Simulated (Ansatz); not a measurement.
# BH6NSi: the cost of one run

Program: Ansatz 0.2.0, Gaussian basis. Level of theory: single points in def2-TZVPP. These are calculated values, not measurements.

Correlated methods freeze the cores.

### 1 The system as given

SMILES `B[SiH2]N`, 9 atoms, charge 0, spin multiplicity 1.

Atoms are counted from 1 here; the program's logs count them from 0.

Bond lengths: B1–Si2 1.989 Å, B1–H4 1.210 Å, B1–H5 1.199 Å, Si2–N3 1.694 Å, Si2–H6 1.479 Å, Si2–H7 1.459 Å, N3–H8 1.027 Å, N3–H9 1.027 Å. Angles: Si2–B1–H4 129.1°, Si2–B1–H5 122.3°, H4–B1–H5 108.4°, B1–Si2–N3 114.4°, B1–Si2–H6 104.5°, B1–Si2–H7 111.7°, N3–Si2–H6 115.5°, N3–Si2–H7 105.3°, H6–Si2–H7 105.3°, Si2–N3–H8 118.3°, Si2–N3–H9 132.4°, H8–N3–H9 109.2°.

Coordinates:

```mol
BH6NSi
  3D, bonds by distance, orders not assigned

  9  8  0  0  0  0  0  0  0  0999 V2000
   -1.0489    0.8027   -1.0376 B   0  0
    0.5518    0.2359   -0.0025 Si  0  0
    0.3365   -1.1846    0.8955 N   0  0
   -2.1958    0.4313   -0.9347 H   0  0
   -0.9775    1.5547   -1.9692 H   0  0
    0.9290    1.4322    0.7803 H   0  0
    1.6912   -0.0283   -0.8748 H   0  0
    1.0885   -1.8843    0.8884 H   0  0
   -0.4101   -1.4985    1.5272 H   0  0
  1  2  8  0
  1  4  8  0
  1  5  8  0
  2  3  8  0
  2  6  8  0
  2  7  8  0
  3  8  8  0
  3  9  8  0
M  END
```

### 2 PBE-D4/def2-TZVPP

The input, run/in.yaml:

```yaml
crystal:
  periodic: [false, false, false]
  atoms:
    - {symbol: B, position_ang: [-1.048930, 0.802743, -1.037566]}
    - {symbol: Si, position_ang: [0.551778, 0.235934, -0.002527]}
    - {symbol: N, position_ang: [0.336506, -1.184638, 0.895532]}
    - {symbol: H, position_ang: [-2.195793, 0.431334, -0.934691]}
    - {symbol: H, position_ang: [-0.977500, 1.554675, -1.969238]}
    - {symbol: H, position_ang: [0.928954, 1.432203, 0.780329]}
    - {symbol: H, position_ang: [1.691163, -0.028257, -0.874763]}
    - {symbol: H, position_ang: [1.088468, -1.884295, 0.888363]}
    - {symbol: H, position_ang: [-0.410077, -1.498459, 1.527218]}
basis:
  gaussian: {orbitals: def2-TZVPP}
hamiltonian: {xc: pbe, dispersion: d4}
output: {forces: true}
```

On the command line:

```bash
$ ansatz run in.yaml --threads 2 --pin off --events-out ev --progress --plain --max-ram 3481MiB
```

What time and memory should one allow on 2 threads of Intel Xeon Platinum 8488C, shared host?

About 1.9 s, with a peak of 0.2 GiB.
